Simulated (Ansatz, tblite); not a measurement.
**The cluster Ta2Si: rung by rung**

Aim: run the singlet of the cluster Ta2Si at one geometry on many levels, and compare frontier levels, spin and run time.

Method: as each input shows; program: Ansatz 0.2.0, Gaussian basis.

The runs, in order: GFN1-xTB, GFN2-xTB, PBE-D4/def2-TZVP, r2SCAN-D4/def2-TZVP, r2SCANh-D4/def2-TZVP, B2PLYP/def2-TZVP, HF/def2-TZVP, BHLYP-D4/def2-TZVP, BLYP-D4/def2-TZVP, PBE+5HF/def2-TZVP, PBE+10HF/def2-TZVP, PBE+15HF/def2-TZVP, PBE+35HF/def2-TZVP, PBE+50HF/def2-TZVP, PBE-D4/def2-SVP, PBE0-D4/def2-SVP, PBE0-D4/def2-TZVPD, PBE-D4/def2-TZVPD, r2SCAN-D4/def2-TZVPD, CCSD(T)/def2-TZVPP, MP2/def2-TZVP, RPA/def2-TZVP, CCSD(T)/def2-TZVPD.

1 further run of the same task is left out (set aside as unsound or not needed).

**1. The geometry**

The singlet was relaxed beforehand with PBE-D4/def2-TZVP. At that level it is the lowest of the isomers that a small search found.

3 atoms, charge 0, spin multiplicity 1.

Bond lengths: Ta1–Si3 2.449 Å, Ta2–Si3 2.449 Å. Angles: Ta1–Si3–Ta2 55.9°.

Ta takes a core potential in the def2 sets. No spin-orbit coupling is included.

PBE0-D4/def2-TZVP was run before; its log isn't repeated, and its numbers join the tables.

**2. GFN1-xTB**

Tight binding, by tblite at 300 K electronic temperature and without a spin-polarisation term:

```python
tblite.interface.Calculator('GFN1-xTB', numbers, positions, charge=0, uhf=0).singlepoint()
```

Energy -155.2989 eV, HOMO -10.67 eV, LUMO -10.55 eV; 0.004 s.

**3. GFN2-xTB**

Tight binding, by tblite at 300 K electronic temperature and without a spin-polarisation term:

```python
tblite.interface.Calculator('GFN2-xTB', numbers, positions, charge=0, uhf=0).singlepoint()
```

Energy -146.7020 eV, HOMO -8.43 eV, LUMO -8.31 eV; 0.006 s.

**4. PBE-D4/def2-TZVP**

start.molden holds the orbitals of an earlier run on this state, given as this run's starting guess.

Input file in.yaml:

```yaml
crystal:
  periodic: [false, false, false]
  atoms:
    - {symbol: Ta, position_ang: [-0.375368, 0.982865, -0.854346]}
    - {symbol: Ta, position_ang: [0.898052, 0.358015, 0.949855]}
    - {symbol: Si, position_ang: [-0.522685, -1.340880, -0.095509]}
basis:
  gaussian: {orbitals: def2-TZVP, initial_orbitals: start.molden}
hamiltonian: {xc: pbe, dispersion: d4}
scf: {omitted_lower_state_checks: [starts]}
output: {orbitals: {seedname: orbitals}}
```

Run with:

```console
$ ansatz run in.yaml --threads 4 --pin off --events-out ev --progress --plain --max-ram 3916MiB
```

Further steps of the session: r2SCAN-D4/def2-TZVP; r2SCANh-D4/def2-TZVP; B2PLYP/def2-TZVP; HF/def2-TZVP; BHLYP-D4/def2-TZVP; BLYP-D4/def2-TZVP; PBE+5HF/def2-TZVP; PBE+10HF/def2-TZVP; PBE+15HF/def2-TZVP; PBE+35HF/def2-TZVP; PBE+50HF/def2-TZVP; PBE-D4/def2-SVP; PBE0-D4/def2-SVP; PBE0-D4/def2-TZVPD; PBE-D4/def2-TZVPD; r2SCAN-D4/def2-TZVPD; CCSD(T)/def2-TZVPP; MP2/def2-TZVP; RPA/def2-TZVP; CCSD(T)/def2-TZVPD.

Before running them: what should the planned runs give, taken together? Wanted: gap in def2-TZVP, named functionals and Hartree-Fock, smallest and largest; gap over the share of exact exchange; correlation energy, CCSD(T)/def2-TZVPP; correlation energy, MP2/def2-TZVP; correlation energy, CCSD(T)/def2-TZVPD; binding an atom, functionals in def2-TZVP; PBE0 total energy, smallest basis above largest.

**Answer**, as computed:

| quantity | value |
| --- | --- |
| gap in def2-TZVP, named functionals and Hartree-Fock, smallest and largest | 0.44 eV (PBE-D4), 6.39 eV (HF) |
| gap over the share of exact exchange | 0.44 eV at 0, 4.10 eV at 0.5 |
| correlation energy, CCSD(T)/def2-TZVPP | -27.28 eV |
| correlation energy, MP2/def2-TZVP | -26.06 eV |
| correlation energy, CCSD(T)/def2-TZVPD | -23.93 eV |
| binding an atom, functionals in def2-TZVP | 2.06 (BHLYP-D4) to 3.29 eV (PBE-D4) |
| PBE0 total energy, smallest basis above largest | 3.24 eV (def2-SVP, def2-TZVPD) |

**Reading.** Over the named functionals and Hartree-Fock in def2-TZVP the gap runs from 0.44 eV (PBE-D4) to 6.39 eV (HF); exact exchange widens it. Raising the share of exact exchange from 0 to 0.5 moves the HOMO by -1.57 eV and the LUMO by +2.09 eV. Notes on CCSD(T)/def2-TZVPP and its Hartree-Fock reference, which MP2 shares: large T1 diagnostic, restricted state is unstable towards broken spin symmetry.
